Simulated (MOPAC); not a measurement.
MOPAC input (PM3):

```
PM3 1SCF GEO-OK AUX(PRECISION=9) THREADS=1
C4H6

C     0.59753466 1    1.74308735 1    0.00415876 1
C     0.59953286 1    0.40913995 1    0.00070042 1
C    -0.59953286 1   -0.40913995 1   -0.00070042 1
C    -0.59753466 1   -1.74308735 1   -0.00415876 1
H     1.51677473 1    2.31296276 1    0.00508382 1
H    -0.32918900 1    2.30525528 1    0.00617206 1
H     1.54641423 1   -0.12382865 1   -0.00124931 1
H    -1.54641423 1    0.12382865 1    0.00124931 1
H     0.32918900 1   -2.30525528 1   -0.00617206 1
H    -1.51677473 1   -2.31296276 1   -0.00508382 1
```

Q: What heat of formation does the run end on, and which ionisation energy by Koopmans theorem?

A: 31.49 kcal/mol; 9.45 eV.
